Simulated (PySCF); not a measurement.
Compound: C4H5Cl.
Atom-mapped SMILES: `[Cl:1][CH2:2][CH:3]1[CH:4]=[CH:5]1` (hydrogens: H6, H7 on C2; H8 on C3; H9 on C4; H10 on C5)

The calculation used core-valence-separated Tamm–Dancoff BHandHLYP/aug-pcX-1 (pcseg-1 on H, def2-SVPD on Cl) in PySCF, non-relativistic, gas phase, PBE0-D3(BJ)/def2-SVP geometry.

Computed carbon K-edge spectrum, Gaussian lines of 0.8 eV full width, highest printed point 100; it ends one width below the last computed root. BHandHLYP without relativity tends to put these K edges a few eV too low, so spacings mean more than positions.

(photon energy (eV), absorption): (281.7, 0), (281.8, 1), (281.9, 2), (282.0, 4), (282.1, 9), (282.2, 16), (282.3, 27), (282.4, 41), (282.5, 58), (282.6, 76), (282.7, 90), (282.8, 99), (282.9, 100), (283.0, 93), (283.1, 79), (283.2, 62), (283.3, 44), (283.4, 29), (283.5, 18), (283.6, 10), (283.7, 5), (283.8, 3), (283.9, 2), (284.0, 3), (284.1, 6), (284.2, 10), (284.3, 17), (284.4, 25), (284.5, 35), (284.6, 45), (284.7, 53), (284.8, 57), (284.9, 56), (285.0, 51), (285.1, 42), (285.2, 32), (285.3, 22), (285.4, 15), (285.5, 9), (285.6, 6), (285.7, 5), (285.8, 6), (285.9, 9), (286.0, 14), (286.1, 21), (286.2, 29), (286.3, 38), (286.4, 48), (286.5, 58), (286.6, 67), (286.7, 75), (286.8, 83), (286.9, 91)

Question: Where are the maxima, and which lines make them up?

Answer: 2 maxima:
- 282.9 eV: C5 (alkene CH carbon), 282.81 eV, f = 0.063, 1s→π*, 53 % of the height at the exact maximum; C4 (alkene CH carbon), 282.92 eV, f = 0.057, 1s→π*, 47 % of the height at the exact maximum
- 284.8 eV: C2 (sp3 C–Cl carbon), 284.83 eV, f = 0.067, 100 % of the height at the exact maximum

Further lines of some strength in the range: C4, 286.34 eV, f = 0.012; C5, 286.48 eV, f = 0.010; C3, 286.63 eV, f = 0.020; C3, 286.80 eV, f = 0.028.

Roots within 0.03 eV on the same or equivalent atoms count as one line; shares under 12 % aren't listed.

Vibrational structure and lifetime widths aren't in the curve. The ionisation threshold wasn't computed; near and above it a finite basis only mimics Rydberg series and continuum.

Conformer computed: `[Cl:1][CH2:2][CH:3]1[CH:4]=[CH:5]1`: Cl1–C2–C3–C4 -142°.

One conformer stands for the species.
